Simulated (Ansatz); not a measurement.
C5H7F can be A, `FC1C=CCC1`, or B, `CC=C=C(C)F`.

Calculated with Ansatz (gas phase, PBE0-D4/def2-TZVP geometries, no zero-point term in ΔE). CCSD(T)/CBS is the MP2 limit (def2-TZVPP, def2-QZVPP) plus CCSD(T) − MP2 in def2-TZVPP, frozen cores. DFT in def2-TZVPP. B3LYP here is the variant with VWN-RPA as its local correlation; programs differ in this.

Q: Which isomer does CCSD(T)/CBS put lower? Give the gap. (Estimate.)

A: The calculation gave: A, by 29.2 kcal/mol.

Q: Give E(B) − E(A) in kcal/mol with CCSD/def2-TZVPP, B2PLYP, MP2/def2-TZVPP, r2SCAN-D4, B3LYP-D4, PBE0-D4, HF/def2-TZVPP. (An estimate is asked.)

A: Computed: CCSD/def2-TZVPP 29.3, B2PLYP 25.2, MP2/def2-TZVPP 30.9, r2SCAN-D4 25.6, B3LYP-D4 23.5, PBE0-D4 28.9, HF/def2-TZVPP 27.5. None reverses the order clearly.

Largest T1 diagnostic: 0.012.

The D4 term adds +1.8 kcal/mol with B3LYP and +0.9 kcal/mol with PBE0; it sums over pairs of atoms, weighted by their polarisabilities, and B3LYP, whose exchange is more repulsive, gets the larger term. In def2-TZVPP, CCSD(T) changes the Hartree–Fock value by +1.4 kcal/mol (the triples alone add −0.5 kcal/mol) and MP2 by +3.4 kcal/mol.
